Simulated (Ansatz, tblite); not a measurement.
Cost and result up the ladder for the cluster Si₂H₂⁻ (4 atoms). The state is a doublet with charge -1. Geometry: r2SCAN-D4/def2-TZVPD.

```xyz
4

Si    0.4315   -0.0215   -1.0043
Si   -0.4313    0.0216    1.0039
H     0.7478   -1.4815   -1.3345
H    -0.7479    1.4813    1.3349
```

Ansatz on 4 threads of Intel Xeon Platinum 8259CL on a shared host; xTB runs through tblite on one thread. Times are rough, summed over both states, and most runs start from the orbitals of an earlier one. B2PLYP/def2-TZVPD serves as the yardstick here, not as an exact answer. The other state is a quartet at its own geometry.

The xTB rows come from tblite. B3LYP takes the VWN-RPA correlation. HSE06 is defined as in plane-wave codes, on full-range PBE exchange. Correlated methods freeze 10 core orbitals. In CCSD on the charge -1 doublet the largest single amplitude is 0.24, so its Hartree–Fock determinant may place the open shell otherwise than the density functionals do. The structure comes from a short search, and lower isomers may exist.

Run but left out: HF/STO-3G, HF/def2-TZVPD, HF/def2-TZVPPD, MP2/def2-TZVPD, MP2/def2-TZVPPD (doublet: ⟨S²⟩ 1.29 to 1.49, where a pure state has 0.75).

Correlated methods converge slowly with the basis.

xTB has no spin-polarisation term.

```tsv
level	functions	quartet − doublet (eV)	difference from B2PLYP/def2-TZVPD (eV)	remarks
r2SCAN-D4/def2-TZVPD	104	1.04	-0.18	HOMO above zero (doublet), HOMO above zero (quartet)
RPA@PBE/def2-TZVPD	104	1.20	-0.01	–
PBE0-D4/def2-TZVPD	104	1.04	-0.17	HOMO above zero (quartet)
HSE06-D4/def2-TZVPD	104	1.05	-0.16	HOMO above zero (doublet), HOMO above zero (quartet)
B3LYP-D4/def2-TZVPD	104	1.17	-0.05	HOMO above zero (quartet)
PBE-D4/def2-TZVPD (with forces)	104	1.17	-0.05	HOMO above zero (doublet), HOMO above zero (quartet)
CCSD(T)/def2-TZVPPD	130	1.16	-0.06	large T1 (0.081) (doublet), spin-contaminated (⟨S²⟩ 1.29) (doublet)
GFN1-xTB	22	1.83	0.62	–
B97M-V/def2-TZVPD	104	1.16	-0.06	HOMO above zero (doublet), HOMO above zero (quartet)
B2PLYP/def2-TZVPD	104	1.22	0.00	–
GFN2-xTB	20	1.79	0.57	–
CAM-B3LYP-D4/def2-TZVPD	104	1.07	-0.15	–
```

**Question.** Estimate how long each takes.

**Answer.** GFN1-xTB 0.008 s; GFN2-xTB 0.018 s; PBE-D4/def2-TZVPD (with forces) 1.8 s; RPA@PBE/def2-TZVPD 2.4 s; B3LYP-D4/def2-TZVPD 2.5 s; HSE06-D4/def2-TZVPD 2.5 s; r2SCAN-D4/def2-TZVPD 3.8 s; B2PLYP/def2-TZVPD 4.2 s; CAM-B3LYP-D4/def2-TZVPD 4.3 s; PBE0-D4/def2-TZVPD 4.8 s; B97M-V/def2-TZVPD 5.6 s; CCSD(T)/def2-TZVPPD 15 s. On shared hardware such times vary by a factor of up to 3.
